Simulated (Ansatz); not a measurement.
# BH3Si: the cost of one run

Program: Ansatz 0.2.0. Level of theory: RKS r2SCAN-D4/def2-TZVP. These are calculated values, not measurements.

### Step 1. The starting structure

SMILES `B=[SiH2]`, 5 atoms, charge 0, spin multiplicity 1.

Atoms are counted from 1 here; the program's logs count them from 0.

Bond lengths: B1–Si2 1.861 Å, B1–H3 1.205 Å, Si2–H4 1.503 Å, Si2–H5 1.503 Å. Angles: Si2–B1–H3 162.7°, B1–Si2–H4 114.6°, B1–Si2–H5 114.8°, H4–Si2–H5 113.7°.

As a file:

```xyz
5

B     0.4213   -0.8482    0.6463
Si   -0.1434    0.4382   -0.5737
H     0.9626   -1.8039    1.1426
H    -1.6089    0.3871   -0.9054
H     0.3684    1.8268   -0.3098
```

This geometry comes from a loose relaxation at PBE in a small basis, which is not shown.

### Step 3. The grid

- bond length B1–Si2: 15 values from 1.508 to 2.759 Å
- bond length B1–H3: 15 values from 1.015 to 1.653 Å

Nothing else is relaxed (all other coordinates rigid). Energies count from the relaxed molecule at the same level. Points are written as (first, second).

(The set-up runs are not shown.)

### Step 4. Point (1.955 Å, 1.471 Å)

Input file input.yaml:

```yaml
crystal:
  periodic: [false, false, false]
  atoms:
    - { symbol: B, position_ang: [0.430289, -0.855234, 0.63215] }
    - { symbol: Si, position_ang: [-0.206987, 0.530642, -0.590655] }
    - { symbol: H, position_ang: [1.084274, -2.015738, 1.256148] }
    - { symbol: H, position_ang: [-1.631285, 0.462728, -0.993259] }
    - { symbol: H, position_ang: [0.339854, 1.894145, -0.397918] }
basis:
  gaussian: { orbitals: def2-TZVP }
hamiltonian:
  xc: r2scan
  dispersion: d4
output:
  forces: true
```

Command:

```console
> ansatz run input.yaml --threads 1 --pin off --max-ram 2560MiB --backend cpu --events-out ev --progress --plain --runs-dir out
```

What time and memory should one allow on 1 thread of Arm Neoverse V2, shared host?

About 2.1 s, with a peak of 0.12 GiB.
